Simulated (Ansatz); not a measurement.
**AlSiH₄ (doublet): the correlation ladder at distance Al1–H4 along a hydrogen transfer = 1.816 Å, cc-pVDZ**

One table from this session's results is given with a row withheld; the runs are named, their logs left out.

Program: Ansatz 0.2.0, Gaussian basis. Level of theory: cc-pVDZ, core rule «outside noble gas», up to 10 orbitals frozen. These are calculated values, not measurements.

To be run: UHF; CCSD(T) on ROHF; CCSD(T) on UHF; BCCD(T) on ROHF; CISD; CCSDT(Q) on ROHF; CCSDT(Q) on UHF; CASSCF and MRCISD+Q, 3 electrons in 3 orbitals; CASSCF and NEVPT2, 3 electrons in 3 orbitals; CASSCF and NEVPT2, 9 electrons in 9 orbitals.

7 further runs of the same task are left out: 7 that didn't finish.

## The system

The geometry derives from fragments relaxed apart (PBE0/def2-TZVP) and kept rigid, so it is no stationary point. A hydrogen atom is moved between rigid fragments.

6 atoms, charge 0, spin multiplicity 2.

Atoms are counted from 1 here; the program's logs count them from 0.

Bond lengths: Al1–H2 1.586 Å, Al1–H3 1.586 Å, Al1–H4 1.816 Å, Si5–H6 1.532 Å. Angles: H2–Al1–H3 120.0°, H2–Al1–H4 120.0°, H3–Al1–H4 120.0°.

Set-up of the first run:

Contents of in.yaml:

```yaml
crystal:
  periodic: [false, false, false]
  atoms:
    - {symbol: Al, position_ang: [-1.896137, 0.025233, 0.000000]}
    - {symbol: H, position_ang: [-2.689061, 1.398618, 0.000000]}
    - {symbol: H, position_ang: [-2.689061, -1.348151, 0.000000]}
    - {symbol: H, position_ang: [-0.080137, 0.025233, 0.000000]}
    - {symbol: Si, position_ang: [1.933863, 0.025233, 0.000000]}
    - {symbol: H, position_ang: [2.330297, -1.454280, 0.000000]}
basis:
  gaussian: {orbitals: cc-pVDZ}
magnetization: {spin_polarized: true, initial_magnetization: 1}
hamiltonian: {xc: hf}
output: {orbitals: {seedname: orbitals}}
```

Launch:

```sh
$ ansatz run in.yaml --threads 1 --pin off --events-out ev --progress --plain --max-ram 2393MiB
```

Steps of the session up to this table: UHF; CCSD(T) on ROHF; CCSD(T) on UHF; BCCD(T) on ROHF; CISD; CCSDT(Q) on ROHF; CCSDT(Q) on UHF; CASSCF and MRCISD+Q, 3 electrons in 3 orbitals; CASSCF and NEVPT2, 3 electrons in 3 orbitals; CASSCF and NEVPT2, 9 electrons in 9 orbitals.

One table of the session follows, with a row left open; its other results are not shown here.

| method | from UCCSDT(Q) (meV) |
| --- | --- |
| ROHF | +5604.3 |
| UHF | +5486.8 |
| RMP2 | +1410.3 |
| UMP2 | ? |
| CISD | +629.1 |
| RCCSD | +153.4 |
| UCCSD | +150.6 |
| RCCSD(T) | +38.7 |
| UCCSD(T) | +38.8 |
| BCCD(T) | +38.4 |
| RCCSDT | +4.9 |
| UCCSDT | +4.7 |
| RCCSDT(Q) | +0.3 |
| UCCSDT(Q) | 0 |
| CASSCF pair | +5202.2 |
| NEVPT2 pair | +1416.6 |
| CASSCF frontier | +3915.7 |
| NEVPT2 frontier | +1230.8 |

**Question.** Estimate the row for UMP2.

The run gave: from UCCSDT(Q) (meV): +1428.5. In the column «from UCCSDT(Q) (meV)» it lies between NEVPT2 pair (+1416.6) and CASSCF frontier (+3915.7).

Among the levels timed on like hardware and quicker than the yardstick, those that no quicker one beats, quickest first: CISD (3.8 s, +629.1 meV); BCCD(T) (5.5 s, +38.4 meV); RCCSDT(Q) (58 s, +0.3 meV).

Not comparable, so not listed: CASSCF and MRCISD+Q, 3 electrons in 3 orbitals (they don't share determinant, frozen orbitals or solution with the rows shown, or repeat one).

Limits of these values: Of the multireference levels listed NEVPT2 frontier comes nearest in total energy (+1230.8 meV), which doesn't show that its space is the better one. Restricted and unrestricted rows rest on different reference determinants; where their highest levels disagree by more than a few hundredths of an eV, they describe different states and don't form one ladder. Warnings in the runs' records: passed over end.
